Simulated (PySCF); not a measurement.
Method: PySCF, PBE0, basis P def2-TZVPD, N def2-TZVPD (no relativity, density fitting). Open shells, if any, are unrestricted.

What shape and geometry does isolated singlet PN₂⁻ take (every ligand bound to P)?

Counting electrons, phosphorus keeps none of its valence electrons outside its bonds, so the VSEPR class is AX2 and the expected shape is linear (D∞h), as computed. The lowest minimum found is a singlet of D∞h symmetry with P–N 1.511 Å (×2); N–P–N 180.0°. Its harmonic wavenumbers are 303 (πu), 1059 (σg+), 1435 (σu+) cm⁻¹ and its dipole moment is 0.00 D about the centre of mass.

This need not be the most stable arrangement of these atoms. The lowest empty level of this anion is unbound, so it and the gap depend on the basis.
